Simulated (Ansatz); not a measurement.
**LiS+ (triplet): from Hartree-Fock to the top rungs at distance S1–Li2 = 2.449 Å, cc-pVDZ**

An exercise on one series of results from a longer session: the logs are not shown, and one member is left open.

Computed with Ansatz 0.2.0, Gaussian basis. Level: cc-pVDZ, core rule «outside noble gas», up to 6 orbitals frozen.

Plan: UHF; CCSD(T) on ROHF; CCSD(T) on UHF; BCCD(T) on ROHF; CISD as a restricted active space (open shells left free, so some higher excitations enter); CCSDT(Q) on ROHF; CCSDT(Q) on UHF; CASSCF and MRCISD+Q, 4 electrons in 4 orbitals; CASSCF and NEVPT2, 4 electrons in 4 orbitals; Full CI.

63 further runs of the same task are left out: 43 for a known fault of the program, 18 that didn't finish, 2 set aside as unsound or not needed. Runs told in other sessions of the task aren't counted.

### The system

The geometry derives from a PBE0/def2-TZVP stationary point (not a proven minimum). One bond is set to the value named and the two fragments are kept rigid.

2 atoms, charge 1, spin multiplicity 3.

Atoms are counted from 1 here; the program's logs count them from 0.

Bond lengths: S1–Li2 2.449 Å.

Set-up of the first run:

Contents of in.yaml:

```yaml
crystal:
  periodic: [false, false, false]
  atoms:
    - {symbol: S, position_ang: [0.000000, 0.000000, 0.000000]}
    - {symbol: Li, position_ang: [0.000000, 0.000000, 2.448900]}
basis:
  gaussian: {orbitals: cc-pVDZ}
total_charge: 1
magnetization: {spin_polarized: true, initial_magnetization: 2}
hamiltonian: {xc: hf}
output: {orbitals: {seedname: orbitals}}
```

Started as:

```bash
$ ansatz run in.yaml --threads 1 --pin off --events-out ev --progress --plain --max-ram 2393MiB
```

Steps of the session up to this table: UHF; CCSD(T) on ROHF; CCSD(T) on UHF; BCCD(T) on ROHF; CISD as a restricted active space (open shells left free, so some higher excitations enter); CCSDT(Q) on ROHF; CCSDT(Q) on UHF; CASSCF and MRCISD+Q, 4 electrons in 4 orbitals; CASSCF and NEVPT2, 4 electrons in 4 orbitals; Full CI.

One of the session's tables, all rows but one given; the rest of the session is left out.

| method | from FCI (kJ/mol) |
| --- | --- |
| ROHF | +292.4 |
| UHF | +280.1 |
| RMP2 | ? |
| UMP2 | +55.8 |
| CISD | +12.3 |
| RCCSD | +5.5 |
| UCCSD | +5.2 |
| RCCSD(T) | +1.3 |
| UCCSD(T) | +1.2 |
| BCCD(T) | +1.3 |
| RCCSDT | +0.3 |
| UCCSDT | +0.3 |
| RCCSDT(Q) | 0.0 |
| UCCSDT(Q) | 0.0 |
| FCI | 0 |

Q: Estimate the row for RMP2 from the others.

The run gave: from FCI (kJ/mol): +53.8. In the column «from FCI (kJ/mol)» it lies between CISD (+12.3) and UMP2 (+55.8).

Left out of the table: CASSCF pair, NEVPT2 pair, MRCISD pair, MRCISD+Q pair (the active space lost an orbital or holds another state than full CI finds).

Limits of these values: Levels on UHF freeze UHF's core orbitals, full CI those of ROHF, so the U rows can settle a little off it for that reason alone. Restricted and unrestricted rows rest on different reference determinants; a gap between their highest levels can come from leftover correlation error, from unlike frozen cores or from another state. Warnings in the runs' records: passed over end.
